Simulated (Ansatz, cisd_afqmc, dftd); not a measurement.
Species: CCl4, charge 0, singlet. CCl4 (tetrachloromethane, SMILES ClC(Cl)(Cl)Cl).
B3LYP-D3(BJ)/def2-TZVP minimum from Ansatz (a program for electronic structure):
```xyz
5

C      0.0000     0.0000     0.0000
Cl     1.0327     1.0410     1.0081
Cl    -1.0056    -1.0297     1.0464
Cl    -1.0489     1.0136    -1.0192
Cl     1.0218    -1.0250    -1.0353
```

Wanted: atomisation energy (electronic, to ground-state atoms), in kJ/mol. Open shells are spin-unrestricted; no spin-orbit coupling. Correlated methods leave the cores frozen. Rows without X2C or -DK are non-relativistic. AFQMC/CISD: phaseless, guided by CISD from CCSD amplitudes; bars are statistical, one sigma. Outlying blocks are dropped, and bars are widened where a walk drifts. Over all cases where full CI ran beside it in this data, AFQMC minus full CI had a median of +0.1 mEh and passed +0.4 mEh in a tenth of the cases. CBS(X,Y): correlation extrapolated as X^-3, Hartree-Fock from the larger set. A bracket is a step between two methods taken in the basis named. Functionals run without relativity, which enters their misses. 'core' is core correlation in cc-pwCVTZ (1s frozen past Ne), 'X2C' scalar relativity in cc-pVTZ-DK, both at CCSD(T).

| level | program | atomisation energy (kJ/mol) | difference against the last row |
|---|---|---|---|
| B3LYP-D4/def2-TZVPD | Ansatz + dftd4 | 1276.9 | -43.3 |
| PBE0/def2-TZVPD | Ansatz | 1332.5 | 12.3 |
| wB97M-V/def2-TZVPD | Ansatz | 1328.6 | 8.4 |
| CCSD/cc-pV(Q+d)Z | Ansatz | 1218.9 | -101.3 |
| CCSDT(Q)/cc-pV(D+d)Z | Ansatz | 1151.1 | -169.1 |
| AFQMC/CISD/cc-pV(T+d)Z | cisd_afqmc | 1245.6 ± 1.6 | -74.6 |
| CCSD(T)/CBS(cc-pV(T+d)Z,cc-pV(Q+d)Z) + [CCSDT(Q) - CCSD(T)]/cc-pV(D+d)Z + core + X2C | Ansatz | 1320.2 | 0.0 |
